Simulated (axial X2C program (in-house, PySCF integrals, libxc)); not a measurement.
SiF⁻: from the spin-free to the two-component result

Computed with an in-house relativistic program for diatomic molecules. Spin-free means the one-electron spin-free X2C Hamiltonian; two-component (2c) means X2C with spin–orbit coupling and atomic mean-field two-electron Coulomb and Gaunt terms, so the difference of the two also holds small scalar two-electron terms. Basis: Si dyall-av3z [9s8p3d2f], F dyall-av3z [7s6p3d2f] (cores contracted in-house); Gaussian nuclei, density fitting, unrestricted open shells. Masses: Si 27.977 u, F 18.998 u.

Spin-free state: M_S = 1, Λ = 0 (beyond evenly filled blocks: π+α, π-α); fragments Si + F-.

```csv
level,Re (Å),ωe (cm⁻¹),De (eV),μ (D)
PBE0,1.697,664.8,3.663,2.52
HF,1.672,703.8,3.439,2.55
MP2,1.710,646.9,3.380,n/a
CCSD,1.700,663.9,3.459,n/a
CCSD(T),1.706,653.1,3.442,n/a
BP86,1.719,630.7,3.566,2.59
```

Correlated methods: 12 electrons correlated (number of frozen shells: Si 2 s, 1 p; F 1 s), 198 virtual spin orbitals or spinors in MP2, 90 natural virtuals in coupled cluster.

Dipoles are positive if F is the positive end and refer to the centre of mass.

Two-component determinant lowest at the distance of the search:

Ω = 1 (⟨Sz⟩ = 1.00, ⟨Lz⟩ = 0.00 at HF); fragments Si + F-.

| level | Re (Å) | ωe (cm⁻¹) | De (eV) | μ (D) |
| --- | --- | --- | --- | --- |
| PBE0 | 1.697 | 664.8 | 3.663 | 2.52 |
| HF | 1.672 | 703.9 | 3.436 | 2.55 |
| MP2 | 1.710 | 646.9 | 3.392 | n/a |
| CCSD | 1.700 | 663.9 | 3.462 | n/a |
| CCSD(T) | 1.706 | 653.1 | 3.445 | n/a |
| BP86 | 1.719 | 630.8 | 3.566 | 2.59 |

Task: From the two tables, how do the constants change at the CCSD(T) level (2c against spin-free)?

Result: At the CCSD(T) level Re is unchanged within 0.001 Å and ωe doesn't move by more than 0.2 cm⁻¹; De is not compared, since the atomic limits differ or miss part of their spin–orbit lowering.

One determinant describes the state; a PBE0 search over occupations chose it and may have missed a lower one. De is counted from the lowest determinant-based energies of the atoms at the same level, without counterpoise correction. Density functionals use the spin component along the axis (collinear). CCSD and (T) use frozen natural virtuals with an MP2 correction for the truncation; (T) itself is uncorrected, so its De runs slightly low. The 2c atoms are single determinants rather than J levels; their spin–orbit lowering is only partly caught, and De is too large by that part. This holds for PBE0, MP2, CCSD, CCSD(T), BP86. Other states lie close and PBE0, whose exact exchange favours high spin, may order them wrongly; the determinant shown need not be the ground state. The nearest other spin-free determinant of the search, M_S = 0, Λ = 2, lies 0.69 eV up at the distance of the search. Without a current term, density functionals place determinants with orbital angular momentum somewhat too high. With several unpaired electrons one determinant need not be a pure state. Open-shell Ω = 0 determinants with evenly filled partner blocks cannot be reached by this program, so the Ω shown need not be the lowest component. This is the Ω = 1 component of a π² triplet; the 0⁺ component is not one determinant and can lie lowest. The highest occupied level of some functionals is positive through self-interaction error; at Hartree–Fock it is bound. Hartree–Fock gets electron affinities wrong, so its lowest charge split need not be the true one.
